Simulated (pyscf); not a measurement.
Structures and frequencies: ωB97X-D3(BJ)/def2-SVP in PySCF.

hydrogen peroxide (HO–OH) + H atom (H•) → hydrogen (H₂) + •O–OH
Surface: doublet. Broken: H–O. Formed: H–H. Give ΔE‡ and ΔE from ωB97M-D3(BJ)/def2-TZVP, relative to the separated reactants.

ΔE‡ = 0.31 eV, ΔE = -0.79 eV. Zero-point energy shifts the barrier by -0.07 eV. It is a hydrogen abstraction, with an imaginary mode of 1809i cm⁻¹. This is the saddle that the search found; another between the same sides may lie lower. The angle at the transferred H is 173°.
